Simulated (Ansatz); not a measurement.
**HNO (nitroxyl) at HF/STO-3G**

What is the vertical electron affinity of HNO (nitroxyl) at HF/STO-3G? 

The results are computed with Ansatz 0.2.0.

50 further runs of the same task are left out: 1 that didn't finish, 49 set aside as unsound or not needed.

### Step 1. The molecule

HNO: 3 atoms, total charge 0, spin state singlet. As SMILES, `N=O`. The shape is that of a PBE0-D4/def2-TZVP optimisation.

Bond lengths: N1–O2 1.190 Å, N1–H3 1.063 Å. Angles: O2–N1–H3 108.9°.

### Step 2. The energy at HF/STO-3G

The input, input.yaml:

```yaml
basis:
  gaussian:
    orbitals: STO-3G
crystal:
  periodic: [false, false, false]
  atoms:
    - {symbol: "N", position_ang: [-0.283700, 0.312790, -0.117160]}
    - {symbol: O, position_ang: [0.755300, 0.397200, 0.456500]}
    - {symbol: H, position_ang: [-0.471600, -0.709980, -0.339350]}
hamiltonian:
  xc: hf
accuracy: high
```

The run is started by

```console
$ ansatz run input.yaml --threads 1 --pin off --max-ram 3480MiB --events-out events.jsonl --progress --plain --runs-dir runs
```

Log:

```text
Warning: RAYON_NUM_THREADS=1 ignored (pool sized by the plan → 1); use --threads N
Functional definition: HF
  name "HF"
  exchange = exact_x
  correlation = 0
168 factors; integrals over basis functions are off by at most 3.7e-8 eV
mean field evaluation 1: about -3483.5222 eV, gradient 1.8e1 eV
mean field evaluation 2: about -3483.6020 eV, gradient 1.8e1 eV
mean field evaluation 4: about -3484.6352 eV, gradient 1.3e0 eV
mean field evaluation 8: about -3484.6463 eV, gradient 2.2e-2 eV
mean field -3484.64633024 eV, -128.0583906581 hartree, gradient 9.5e-9 eV, S^2 0.000000; 0 other end points of the search recorded, 0 dependent functions left out
reference -3484.64633024 eV, -128.0583906581 hartree; 8, 8 occupied and 3, 3 virtual orbitals, 168 factors
Total energy: -3484.64633024 eV, -128.0583906581 hartree
```

Wall time 0.08 s (1 thread of AMD EPYC 7R43 (Zen 3), shared host).

### Step 3. The doublet anion

The input, in.yaml:

```yaml
crystal:
  periodic: [false, false, false]
  atoms:
    - {symbol: "N", position_ang: [-0.283700, 0.312790, -0.117160]}
    - {symbol: O, position_ang: [0.755300, 0.397200, 0.456500]}
    - {symbol: H, position_ang: [-0.471600, -0.709980, -0.339350]}
basis:
  gaussian:
    orbitals: STO-3G
total_charge: -1
hamiltonian:
  xc: hf
magnetization:
  spin_polarized: true
  initial_magnetization: 1
accuracy: high
```

The run is started by

```console
$ ansatz run in.yaml --threads 1 --pin off --max-ram 3480MiB --events-out events.jsonl --progress --plain --runs-dir runs
```

Log:

```text
Warning: RAYON_NUM_THREADS=1 ignored (pool sized by the plan → 1); use --threads N
Functional definition: HF
  name "HF"
  exchange = exact_x
  correlation = 0
168 factors; integrals over basis functions are off by at most 3.7e-8 eV
mean field evaluation 1: about -3478.5958 eV, gradient 6.7e0 eV
mean field evaluation 2: about -3478.7263 eV, gradient 6.7e0 eV
mean field evaluation 4: about -3479.0528 eV, gradient 8.6e-1 eV
mean field evaluation 8: about -3479.0766 eV, gradient 7.7e-5 eV
mean field evaluation 16: about -3479.0761 eV, gradient 2.1e-8 eV
mean field -3479.07608358 eV, -127.8536878693 hartree, gradient 2.1e-8 eV, S^2 0.751965; 0 other end points of the search recorded, 0 dependent functions left out
reference -3479.07608358 eV, -127.8536878693 hartree; 9, 8 occupied and 2, 3 virtual orbitals, 168 factors
Total energy: -3479.07608358 eV, -127.8536878693 hartree
```

Run time: 0.08 s. Hardware: 1 thread of AMD EPYC 7R43 (Zen 3), shared host.

### Step 4. What came out

Level: HF/STO-3G.

```
                                         quantity          value
                        singlet HNO: total energy  -128.05839 Eh
                      doublet anion: total energy  -127.85369 Eh
                              doublet anion: ⟨S²⟩          0.752
vertical electron affinity (to the doublet anion)      -5.570 eV
```

In words: The anion lies 5.57 eV (128 kcal/mol) above the neutral: the electron isn't bound at this level, and such a value depends on the basis. Without diffuse functions anions come out too high. Hartree–Fock misses the correlation that binds many anions. In a minimal basis such a difference can be off by several eV, whatever the method.
